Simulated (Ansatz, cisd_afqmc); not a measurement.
Species: CHN, charge 0, triplet. This triplet is an excited state, 4.8 eV above the singlet at CCSD(T)/cc-pV5Z (Ansatz, a first-principles code). CHN (parent SMILES C#N, triplet).
B3LYP-D3(BJ)/def2-TZVP minimum from Ansatz:
```
C
N 1 1.2789
H 1 1.1100 2 120.81
```
Charge 0, spin multiplicity 3.

Total energies in cc-pVDZ, 10 correlated electrons, 2 frozen orbitals. Radicals and triplets start from unrestricted determinants; spin-orbit coupling is neglected. Cores are frozen in correlated methods. No relativity. The Monte Carlo rows (phaseless AFQMC, CISD trial, step 0.005/hartree) carry one-sigma bars that omit the constraint's bias. Outlying blocks are dropped, and bars are widened where a walk drifts. Over all cases where full CI ran beside it in this data, AFQMC minus full CI had a median of +0.1 mEh and passed +0.4 mEh in a tenth of the cases. The UHF reference of CHN (parent SMILES C#N, triplet) is spin-contaminated (<S^2> up to 0.08 over the pure value in the sets run). The spin of CHN (parent SMILES C#N, triplet) was assumed, and the state is the lowest solution found for it.

| method | program | energy (Eh) | minus CCSDTQ (mEh) |
|---|---|---|---|
| HF | Ansatz | -92.75270 | 269.65 |
| MP2 | Ansatz | -92.97345 | 48.90 |
| CCSD | Ansatz | -93.00870 | 13.65 |
| CCSD(T) | Ansatz | -93.01855 | 3.80 |
| CCSDT(Q) | Ansatz | -93.02250 | -0.15 |
| CCSDTQ | Ansatz | -93.02235 | 0.00 |
| AFQMC/CISD | cisd_afqmc | -93.0201 ± 0.0006 | 2.2 ± 0.6 |

Rough core times of Ansatz's runs on a shared machine: CCSD(T) under 20 s, CCSDT(Q) 50 s, CCSDTQ 20 min.
